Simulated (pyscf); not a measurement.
Thermochemistry of product channels of Cl–BH–Cl (SMILES ClBCl) + NH₃ (SMILES N) on the singlet surface, in kJ/mol, from ωB97M-D3(BJ)/def2-TZVP energies (ideal gas, 1 atm, RRHO with modes under 100 cm⁻¹ raised to 100, one conformer, R ln 2 for chiral ones without a mode under 150 cm⁻¹). Optimised with ωB97X-D3(BJ)/def2-SVP in PySCF.

```tsv
products	ΔE	ΔH(298 K)	ΔG(600 K)	ΔG(1200 K)
H₂N–B(Cl)–Cl (SMILES NB(Cl)Cl) + H₂ (SMILES [H][H])	[?]	-118.8	-99.4	-88.5
HCl (SMILES Cl) + H₂N–BH–Cl (SMILES NBCl)	-51.2	-54.8	-52.1	[?]
```

Task: Fill in the missing entries.

Result: 
- H₂N–B(Cl)–Cl (SMILES NB(Cl)Cl) + H₂ (SMILES [H][H]), ΔE: -106.3
- HCl (SMILES Cl) + H₂N–BH–Cl (SMILES NBCl), ΔG(1200 K): -52.5

These are energies of the channels, which say nothing of barriers.
